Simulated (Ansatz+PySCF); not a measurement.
Values are calculated unless marked as measured or tabulated.
## Ansatz (development build ahead of 0.2.0) run

```yaml
crystal:
  periodic: [false, false, false]
  atoms:
    - { symbol: P, position_ang: [0.0274, -0.03708, 0.14953] }
    - { symbol: H, position_ang: [1.19476, -5.0e-05, -0.60092] }
    - { symbol: H, position_ang: [-0.61804, 1.03758, -0.69679] }
    - { symbol: H, position_ang: [-0.6345, -1.01548, -0.6784] }
basis:
  gaussian: { orbitals: def2-SVP }
hamiltonian:
  xc: pbe
scf:
  omitted_lower_state_checks: [stability, starts, atomic_configurations, cluster_reference, orbital_swaps, given_window_search, neighbouring_geometries, increment]
output:
  forces: true
```

The input is written out in the form of the current development build from the run's settings.

Results

```
Converged                       : yes
Total energy                    : -342.85809 hartree
Spin squared of the determinant : 0.000
```

Forces (eV/Å):
```csv
atom,Fx,Fy,Fz
P1,-1.727,0.914,-0.012
H2,0.922,-0.087,-0.751
H3,0.579,-0.687,0.748
H4,0.226,-0.140,0.015
```
